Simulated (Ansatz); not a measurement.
AlClH4Si (`[AlH2][SiH2]Cl`) at its PBE0-D4/def2-TZVP geometry, where that method's forces vanish. Total charge 0; spin multiplicity 1.

```xyz
7

Al   -0.1122   -1.4126    0.2456
Si    0.3236    0.9727   -0.1497
Cl   -1.6085    1.7121   -0.4349
H    -0.4055   -1.9236    1.7183
H    -0.2043   -2.4075   -0.9862
H     1.0960    1.3173   -1.3735
H     0.9110    1.7416    0.9804
```

**Question.** What forces (eV/Å) does PBE-D4/def2-TZVPP give on these atoms in Ansatz 0.2.0? (An estimate is asked.)

**Answer.** Ansatz gave: 
```
Al1  0.018  0.056 -0.009
Si2  0.093 -0.143  0.033
Cl3 -0.242  0.070 -0.031
H4  -0.028 -0.040  0.106
H5  -0.013 -0.075 -0.088
H6   0.097  0.043 -0.135
H7   0.076  0.089  0.124
```
